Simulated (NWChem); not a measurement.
System: propene (C$_{3}$H$_{6}$); SMILES C=CC

The following NWChem deck was run.

```
start job
memory heap 200 mb stack 900 mb global 1100 mb
geometry units angstroms noautoz
  C     -0.166371    -1.228741     0.000000
  C      0.450230     0.130829     0.000000
  C     -0.217803     1.285356     0.000000
  H      0.150718    -1.808887    -0.882952
  H      0.150718    -1.808887     0.882952
  H     -1.265339    -1.178381     0.000000
  H      1.547791     0.162170     0.000000
  H     -1.312786     1.312607     0.000000
  H      0.302368     2.246879     0.000000
end
basis spherical
  * library def2-svpd
end
dft
  xc pbe0
  iterations 150
end
tddft
  cis
  nroots 6
  notriplet
end
task tddft energy
```

Structure relaxed at the PBE0/def2-SVP level.

Vertical excitations in the gas phase.

Predict the main results of this run. (PBE0/def2-SVPD, TDA.) Quantities: lowest excitation, singlet (eV); oscillator strength of that lowest state; lowest state with f > 0.02, singlet (eV); orbital gap (eV).


- lowest excitation, singlet (eV): 7.13
- oscillator strength of that lowest state: 0.014
- lowest state with f > 0.02, singlet (eV): 7.92
- orbital gap (eV): 7.75
